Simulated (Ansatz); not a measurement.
# Basis-set limit of BH3O, triplet

```xyz
5

B    -1.3605    0.0000    0.0000
H    -1.9572    1.0336    0.0000
H    -1.9572   -1.0336    0.0000
H     0.1655    0.0000    0.0000
O     1.1555    0.0000    0.0000
```

Connectivity, by distances: BH2 ··· OH.

Ansatz 0.2.0, UHF determinant, valence electrons correlated. Energies in eV.

```json
{"set": "def2-TZVPP", "X": "3", "functions": "104", "Hartree–Fock": "-2752.7595", "MP2 correlation": "-7.9138", "CCSD(T) correlation": "-9.0356", "time": "14 s on 1 × NVIDIA H100 80GB HBM3 with 1 thread of AMD EPYC 7R13 Processor (Zen 3), with other jobs on the host"}
{"set": "def2-QZVPP", "X": "4", "functions": "204", "Hartree–Fock": "-2752.8965", "MP2 correlation": "-8.5687", "CCSD(T) correlation": "-9.6315", "time": "20 s on 1 × NVIDIA H100 80GB HBM3 with 1 thread of AMD EPYC 7R13 Processor (Zen 3) (shared host)"}
```

Hartree–Fock is taken to follow E(X) = E∞ + A·exp(−7.88·√X), correlation E(X) = E∞ + B·X^−2.97.

Cautions: lower spins were not checked.

Q: Work out the CCSD(T) energy at the limit, and how far the shortcut misses it that extrapolates MP2 and adds CCSD(T) minus MP2 from the smaller set.

A: Hartree–Fock: E∞ = E4 + 0.1377·(E4 − E3) = -2752.9154. Correlation: E∞ = E4 + 0.7407·(E4 − E3) = -10.0729 for CCSD(T) and -9.0538 for MP2. The limit is -2762.9883 eV, 0.460 eV below def2-QZVPP. The shortcut gives a correlation energy of -9.0538 + (-1.1219) = -10.1757, 103 meV lower than the direct value.
